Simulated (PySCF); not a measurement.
HOCN.
SMILES: `N#CO`

All values: CAM-B3LYP/def2-SVPD (PySCF, non-relativistic), on one gas-phase PBE0-D3(BJ)/def2-SVP geometry that isn't relaxed in the solvent. The solvent is an IEF-PCM continuum (cavity from Bondi-type radii × 1.2), and excitations are vertical TDDFT with non-equilibrium linear response and a frozen core. Specific hydrogen bonds and non-electrostatic terms are outside this model.

Gas-phase singlets (H = HOMO, L = LUMO):

```tsv
state	E (eV)	λ (nm)	f	leading configuration
S1	6.922	179	0.003	H→L 96%
S2	7.552	164	0.001	H→L+1 62%
S3	7.636	162	0.007	H-1→L 96%
S4	8.375	148	0.001	H→L+5 39%
S5	8.826	140	0.000	H-1→L+5 80%
```

What are the lowest 5 singlets in dichloromethane (ε = 8.93)?

```tsv
state	E (eV)	λ (nm)	f	leading configuration	change by rank (eV)
S1	7.512	165	0.008	H→L 96%	+0.590
S2	7.609	163	0.000	H→L+1 87%	+0.057
S3	8.230	151	0.019	H-1→L 94%	+0.594
S4	8.406	147	0.000	H→L+3 49%	+0.031
S5	8.837	140	0.000	H-1→L+3 97%	+0.011
```

Give the list for methanol (ε = 32.61), n² = 1.77.

| state | E (eV) | λ (nm) | f | leading configuration | change by rank (eV) |
| --- | --- | --- | --- | --- | --- |
| S1 | 7.584 | 163 | 0.008 | H→L 94% | +0.662 |
| S2 | 7.617 | 163 | 0.000 | H→L+1 88% | +0.065 |
| S3 | 8.307 | 149 | 0.020 | H-1→L 92% | +0.671 |
| S4 | 8.413 | 147 | 0.000 | H→L+3 48% | +0.038 |
| S5 | 8.840 | 140 | 0.000 | H-1→L+3 97% | +0.014 |

The ground-state energy changes by -0.434 eV from gas to methanol. By how much does the total energy of gas-phase S2 change?

E(S2) = E(S0) + excitation energy, so it changes by -0.434 + 0.065 = -0.369 eV: it is lowered less than the ground state, which is what a blue shift means. This is the vertical state, with the slow part of the continuum still set for S0.

How do the frontier levels move from gas to methanol?

```
orbital  gas (eV)  solvent (eV)  change (eV)
 LUMO+2      2.66          2.88        +0.22
 LUMO+1      2.10          2.29        +0.19
   LUMO     -0.03          0.72        +0.75
   HOMO    -10.53        -10.58        -0.05
 HOMO-1    -11.15        -11.25        -0.10
 HOMO-2    -12.20        -12.61        -0.41
 HOMO-3    -15.14        -14.87        +0.27
```

The HOMO–LUMO gap goes from 10.50 to 11.30 eV. Rows go by rank; for LUMO and LUMO+2 the atom shares or the degeneracy differ between the runs, so the row needn't follow one orbital.
